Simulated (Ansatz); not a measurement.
# CH₃, doublet: reading a ladder of total energies

Geometry: MP2(full)/6-31G*, from the G2/97 set.

```yaml
atoms:
  - { symbol: C, position_ang: [0.0000, 0.0000, 0.0000] }
  - { symbol: H, position_ang: [0.0000, 1.0784, 0.0000] }
  - { symbol: H, position_ang: [0.9339, -0.5392, 0.0000] }
  - { symbol: H, position_ang: [-0.9339, -0.5392, 0.0000] }
```

Basis cc-pVDZ; Ansatz 0.2.0. Correlated methods freeze the noble-gas cores, which leaves 7 electrons in 28 orbitals. Prefix R: restricted or restricted open-shell reference; prefix U: unrestricted.

Full CI is exact within this basis and frozen core; it isn't the basis-set limit. The frozen core follows each run's orbitals, which can shift R against U totals by a few meV.

Runs differ by some tens of microhartree through their thresholds and, for an open shell, their frozen cores, so steps under 0.1 kcal/mol mean nothing.

```
    level  total energy (hartree)
      UHF              -39.563800
     UMP2              -39.690378
    UCCSD              -39.713204
 UCCSD(T)              -39.715790
   UCCSDT              -39.716194
UCCSDT(Q)              -39.716308
  UCCSDTQ              -39.716315
  full CI              -39.716298
```

Task: What is the correlation energy at full CI, and what share of it do UMP2 and UCCSD recover?

Result: E(corr) = -39.716298 − (-39.563800) = -0.152498 hartree = -4.150 eV. UMP2: -0.126578 / -0.152498 = 83.00 %. UCCSD: -0.149404 / -0.152498 = 97.97 %.

Task: By how many kcal/mol does UCCSD(T) miss full CI (1 hartree = 627.509 kcal/mol), and which steps make up the rest?

Result: -39.715790 − (-39.716298) = 0.000508 hartree = 0.32 kcal/mol. Steps: UCCSDT − UCCSD(T) = -0.25, UCCSDT(Q) − UCCSDT = -0.07, UCCSDTQ − UCCSDT(Q) = 0.00, full CI − UCCSDTQ = 0.01 kcal/mol. That is within 1 kcal/mol of the reference in this basis, which itself misses far more of the correlation at the basis-set limit.
